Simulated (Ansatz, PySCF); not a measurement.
This PySCF input computes a CCSD(T)/cc-pVDZ energy:

```python
from pyscf import gto, scf, mp, cc as ccmod

mol = gto.M(
    atom='''
    N    -0.00000000   -0.00000000   -0.13023549
    H     0.00000000    0.00000000    0.91164840
    ''',
    basis='cc-pvdz',
    charge=0,
    spin=2,
    symmetry='C2v',
    verbose=4,
)

mf = scf.UHF(mol)
mf.conv_tol = 1e-10
mf.max_cycle = 100
mf.kernel()
mp2 = mp.MP2(mf, frozen=1).run()
cc = ccmod.CCSD(mf, frozen=1)
cc.max_cycle = 100
cc.kernel()
et = cc.ccsd_t()
print(f'E(CCSD(T)) = {cc.e_tot + et:.9f}')
```

**Question.** Write an input for the same energy in Ansatz (an electronic-structure program) and say what it gives.

**Answer.** 
Ansatz 0.2 input:
```yaml
crystal:
  periodic: [false, false, false]
  atoms:
    - {symbol: N, position_ang: [-0.00000000, -0.00000000, -0.13023549]}
    - {symbol: H, position_ang: [0.00000000, 0.00000000, 0.91164840]}
basis:
  gaussian:
    orbitals: cc-pVDZ
magnetization: {spin_polarized: true, initial_magnetization: 2}
correlation: {method: ccsd_t, electrons: outside_noble_gas}
```
It gives -55.09146 Eh, and PySCF -55.09146 Eh, a difference of 0.00 mEh.
